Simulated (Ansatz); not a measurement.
Which is lower?

Two relaxed structures of AlBH3O, doublet (PBE0-D4/def2-TZVP; forces vanish, vibrations not checked).

A:

O1  (-1.310, -1.765, -0.464)
B2  (0.618, 1.237, 0.361)
Al3  (-0.282, -0.479, -0.134)
H4  (-1.141, -2.645, -0.792)
H5  (0.827, 2.015, -0.521)
H6  (1.065, 1.319, 1.465)
(Å)

B:

```tsv
atom	x (Å)	y (Å)	z (Å)
O1	-1.2723	-1.5598	-0.3953
B2	-0.5005	-0.5365	-0.1282
Al3	0.6052	1.1001	0.3139
H4	-0.8579	-2.3649	-0.7279
H5	0.8550	2.1436	-0.8520
H6	1.1705	1.2174	1.7895
```

Computed with Ansatz 0.2.0 (basis: def2-TZVPP); correlated methods freeze the cores; orbitals are unrestricted. B3LYP uses VWN-RPA correlation.

Which structure is lower at CCSD(T), and by how much? (To be estimated.)

By the calculation: A, by 0.461 eV (electronic energy, against the other). By their contacts, A is AlBH₃O ([BH2][Al][OH]) and B is AlBH₃O ([OH][B][AlH2]).

All methods give the same order:

```tsv
method	E(B) − E(A) (eV)
PBE-D4	0.517
r2SCAN-D4	0.496
PBE0-D4	0.477
B3LYP-D4	0.445
wB97M-V	0.442
HF	0.135
MP2	0.548
CCSD	0.432
CCSD(T)	0.461
```

T1 diagnostic: at most 0.022. ⟨S²⟩ of the unrestricted Hartree–Fock references: 0.76 to 0.77 (a pure state has 0.75).

Labels in which every atom is bracketed show which atoms are joined, not bond orders.

For scale, one of the runs: CCSD(T)/def2-TZVPP, 146 basis functions, launched by `ansatz run in.yaml --threads 2 --pin off --events-out ev --progress --plain --max-ram 4352MiB`. Hardware: 2 CPU threads of an Arm Neoverse V2, shared host. Wall time 43 s; peak host memory 1.9 GiB.
